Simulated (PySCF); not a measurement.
Ammonium, NH4 (charge +1).
Structure used (PBE0-D3(BJ)/def2-SVP), in Å, numbered top down from 1:
```xyz
5
NH4 angstrom
N      0.0034    0.0011   -0.0069
H     -0.6689   -0.2621   -0.7410
H      0.1220    1.0239   -0.0009
H     -0.3498   -0.3088    0.9092
H      0.9105   -0.4484   -0.1949
```

Level of theory: TDDFT B3LYP/def2-SVPD, vertical, gas phase, core orbitals frozen in the response in PySCF 2.14.0, density-fitted response routines.

| state | E (eV) | ν̃ (cm⁻¹) | f | \|μ\| (D) | symmetry | main configurations (H = HOMO, L = LUMO) |
| --- | --- | --- | --- | --- | --- | --- |
| S1 | 14.89 | 120100 | 0.133 | 1.54 | T2 | H-2/H-1/H→L (100%) |
| S2 | 14.89 | 120100 | 0.133 | 1.54 | T2 | H-2/H-1/H→L (100%) |
| S3 | 14.89 | 120100 | 0.133 | 1.54 | T2 | H-2/H-1/H→L (100%) |
| S4 | 16.64 | 134200 | 0.0000 | 0.00 | – | H-2/H-1/H→L+1/L+2 (98%) |
| S5 | 16.64 | 134200 | 0.0000 | 0.00 | – | H-2/H-1/H→L+3 (49%), H-2/H-1/H→L+1/L+2 (48%) |
| S6 | 16.64 | 134200 | 0.0000 | 0.00 | – | H-2/H-1/H→L+3 (49%), H-2/H-1/H→L+1/L+2 (49%) |
| S7 | 16.83 | 135710 | 0.0000 | 0.00 | – | H-2/H-1/H→L+1/L+2 (≥52%), H-2/H-1/H→L+3 (≥25%) |
| S8 | 16.83 | 135710 | 0.0000 | 0.00 | – | H-2/H-1/H→L+1/L+2 (≥51%), H-2/H-1/H→L+3 (≥36%) |

Triplets (Tamm–Dancoff): T1 13.98 eV, H-2/H-1/H→L (≥91%); T2 13.98 eV, H-2/H-1/H→L (≥91%); T3 13.98 eV, H-2/H-1/H→L (≥91%).

The lowest singlet level (S1/S2/S3) comes at 83 nm (1437 kJ/mol) in the vacuum ultraviolet; it is strong. The lowest level is also the most intense of those listed (f = 0.400 summed). S1/S2/S3, S4/S5/S6 and S7/S8 lie within about 0.01 eV of each other in each set; the point group Td has degenerate representations, and within a degenerate level the listed configurations can mix freely. Löwdin shares by element: HOMO (one of a set within 0.03 eV) nitrogen 59%, hydrogen 37% or more; LUMO hydrogen 48% or more, nitrogen 36% (atoms not listed hold the other 16%). Weighted by f, the mean energy of these states is 14.89 eV. Of the 8 states listed, 3 reach f = 0.01 and 5 stay under 0.0005. The listed states span 1.94 eV, and the widest gap between neighbours is 1.75 eV (S3 to S4). All these states lie below the vertical ionisation energy of 26.52 eV (ΔSCF). Symmetry labels in Td follow from the direction of the transition dipole and are given only for states with f of 0.002 or more. Orbitals of the list HOMO-3 to LUMO+2 that lie within 0.01 eV of each other are written together with a slash and their weights summed (≥ marks a lower bound); for degenerate orbitals outside that list single weights are arbitrary. Only the lowest 10 singlets were computed, as vertical energies without vibronic structure. The highest level found (17.22 eV, f 0.397 so far) is left out, since the window may have cut off a degenerate partner.

On an Arm Neoverse V1 with one thread, no GPU, shared host, this took 3.0 s.
